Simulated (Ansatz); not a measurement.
**NO, doublet in cc-pVDZ: errors against UCCSDTQ**

Geometry: MP2(full)/6-31G*, from the G2/97 set.

```yaml
atoms:
  - { symbol: N, position_ang: [0.0000, 0.0000, 0.0000] }
  - { symbol: O, position_ang: [0.0000, 0.0000, 1.1427] }
```

Basis cc-pVDZ; Ansatz 0.2.0. Correlated methods freeze the noble-gas cores, which leaves 11 electrons in 26 orbitals. Prefix R: restricted or restricted open-shell reference; prefix U: unrestricted. Active spaces: valence = (11e, 8o) chosen from the atoms' valence shells.

Full CI isn't at hand for all of this; UCCSDTQ serves as the reference, and is uncertain by about the last step of the cluster series. The frozen core follows each run's orbitals, which can shift R against U totals by a few meV.

For open shells CISD and CISDTQ are restricted-active-space CI with the open shells as a complete middle space.

The UHF ⟨S²⟩ is 0.780. The T1 diagnostic (RCCSD) is 0.0219, the largest doubles amplitude (RCCSD) is 0.119 and the T1 diagnostic (UCCSD) is 0.0249.

```tsv
level	E − E(RHF) (eV)
UHF	-0.1795
RMP2	-8.9181
UMP2	-8.7802
RCCSD	-9.0181
UCCSD	-9.0279
RCCSD(T)	-9.3280
UCCSD(T)	-9.3251
```

Problem. Estimate how far UCCSDTQ in cc-pVDZ lies from RCCSD(T). The table doesn't fix it; the size of (T) and the diagnostics are the guide.

Solution. UCCSDTQ in cc-pVDZ lies 1.66 mEh below RCCSD(T), which is 15 % of the (T) step (-11.39 mEh). The diagnostics are small and the rest is a small part of (T), but (T) is large here. The miss exceeds 1 kcal/mol.

The other levels:

| level | E − E(UCCSDTQ) (mEh) | share of correlation (%) | wall time |
| --- | --- | --- | --- |
| CISD | 34.64 | 89.94 | 1.1 s |
| BCCD(T) | 1.74 | 99.49 | 0.98 s |
| RCCSDT | 1.29 | 99.62 | – |
| UCCSDT | 1.24 | 99.64 | – |
| CISDTQ | 1.68 | 99.51 | 20 s (H100) |
| RCCSDT(Q) | -0.10 | 100.03 | 8.5 s |
| UCCSDT(Q) | -0.20 | 100.06 | 7.5 s |
| RCCSDTQ | 0.02 | 99.99 | 46 s (H100) |
| CASSCF (valence space) | 224.84 | 34.73 | – |
| NEVPT2 (valence space) | 37.86 | 89.01 | 0.86 s |
| MRCISD (valence space) | 12.07 | 96.50 | – |
| MRCISD+Q (valence space) | 0.57 | 99.83 | 1.8 s |

The correlation energy at UCCSDTQ, counted from RHF, is -9.373 eV. That run took 33 s on 2 threads of AMD EPYC 7R13 with a shared H100 80 GB, shared host.

Times hold each run's SCF and search for its determinant on a shared host, so for small cases they say little of a method's own cost; rows without a card ran on 1 thread of AMD EPYC 7R13.

Natural occupations of CASSCF (valence space) about the gap: 1.993 1.977 1.976 1.930 1.023 0.077 0.027; effectively unpaired electrons, Σ n²(2−n)², 1.05.

Atomization energy (electronic, same basis, no zero-point term; atoms at the same level, unrestricted beside the R rows where the molecule is a closed shell, with restricted open-shell steps beyond CCSDT(Q)) at UCCSDTQ: 552.3 kJ/mol. Errors of other levels:

```tsv
level	error (kJ/mol)
RHF	-345.4
UHF	-347.4
RMP2	43.4
UMP2	29.0
CISD	-79.5
RCCSD	-29.3
UCCSD	-28.7
RCCSD(T)	-3.1
UCCSD(T)	-3.7
BCCD(T)	-3.3
RCCSDT	-2.8
UCCSDT	-2.9
CISDTQ	-3.8
RCCSDT(Q)	0.6
UCCSDT(Q)	0.6
RCCSDTQ	0.3
CASSCF (valence space)	-31.4
NEVPT2 (valence space)	13.4
MRCISD (valence space)	-19.6
MRCISD+Q (valence space)	-5.9
```

This basis is far from its limit, so the value isn't to be set against a measured one. Truncated CI isn't size-consistent, which counts against it in atomization.
